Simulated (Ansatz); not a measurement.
The input, for Ansatz 0.2.0:

```yaml
crystal:
  periodic: [false, false, false]
  atoms:
    - {symbol: Al, position_ang: [-0.000005, -0.119480, 2.946938]}
    - {symbol: Al, position_ang: [-0.000014, 0.077838, 0.382282]}
    - {symbol: N, position_ang: [-0.000007, -0.302525, -1.274166]}
    - {symbol: H, position_ang: [0.000027, 0.344168, -2.055055]}
basis:
  gaussian: {orbitals: cc-pVDZ}
magnetization: {spin_polarized: false, initial_magnetization: 2}
correlation: {method: mp2, electrons: outside_noble_gas}
output: {forces: true}
```

```sh
$ ansatz run in.yaml --threads 1 --pin off --events-out ev --progress --plain --max-ram 2393MiB
```

Output:

```
544 factors; integrals over basis functions are off by at most 1.0e-3 eV
mean field evaluation 1: about -14652.7499 eV, gradient 4.6e1 eV
mean field evaluation 2: about -14652.7526 eV, gradient 4.6e1 eV
mean field evaluation 4: about -14657.9737 eV, gradient 2.1e1 eV
mean field evaluation 8: about -14660.2306 eV, gradient 3.9e-1 eV
mean field evaluation 16: about -14660.2426 eV, gradient 2.8e-6 eV
mean field evaluation 32: about -14660.2425 eV, gradient 3.4e-2 eV
mean field evaluation 64: about -14660.6016 eV, gradient 1.3e-1 eV
mean field evaluation 96: about -14660.4461 eV, gradient 4.1e-1 eV
mean field evaluation 128: about -14659.9680 eV, gradient 4.2e0 eV
mean field evaluation 160: about -14660.5878 eV, gradient 2.8e-4 eV
mean field evaluation 192: about -14660.6039 eV, gradient 2.4e-3 eV
mean field evaluation 224: about -14660.1900 eV, gradient 1.4e0 eV
mean field evaluation 256: about -14660.4860 eV, gradient 4.2e0 eV
mean field evaluation 288: about -14660.2426 eV, gradient 4.0e-6 eV
mean field -14660.60391444 eV, -538.7672565414 hartree, gradient 4.5e-8 eV, S^2 2.000000; 21 other end points of the search recorded, 0 dependent functions left out
mean field evaluation 320: about -14660.8459 eV, gradient 1.2e-2 eV
mean field evaluation 352: about -14660.8444 eV, gradient 1.3e-1 eV
mean field evaluation 384: about -14660.8389 eV, gradient 1.9e-1 eV
mean field evaluation 416: about -14660.8222 eV, gradient 1.4e-1 eV
mean field evaluation 448: about -14658.3665 eV, gradient 2.3e0 eV
mean field evaluation 480: about -14660.8296 eV, gradient 1.1e-2 eV
mean field evaluation 512: about -14660.8459 eV, gradient 1.5e-2 eV
11 core orbitals not correlated: weight in the atoms' cores, before any rotation towards them, 1.000 or more for the frozen orbitals, at most 0.000 for the correlated occupied ones
reference -14660.60391444 eV, -538.7672565414 hartree; 7, 5 occupied and 37, 39 virtual orbitals, 544 factors
second order -6.07496842 eV of doubles, -0.09939048 eV of singles
the calculation of the forces begins
Total energy: -14666.77827334 eV, -538.9941600459 hartree
Atom 0 at    -0.000005    -0.119480     2.946938 Å, force     0.010269    -0.045063     0.812105 eV/Å
Atom 1 at    -0.000014     0.077838     0.382282 Å, force    -0.021582     0.747507     3.277790 eV/Å
Atom 2 at    -0.000007    -0.302525    -1.274166 Å, force     0.001528    -0.806005    -3.427635 eV/Å
Atom 3 at     0.000027     0.344168    -2.055055 Å, force     0.009785     0.103561    -0.662261 eV/Å
Dipole moment:    -0.087640     0.260154    -0.545165 e Å
```

Forces (eV/Å):
```
Al   0.010 -0.045  0.812
Al  -0.022  0.748  3.278
N    0.002 -0.806 -3.428
H    0.010  0.104 -0.662
```

Ran on 1 thread of Arm Neoverse V2, shared host: 13 s wall, 0.18 GiB peak host memory.
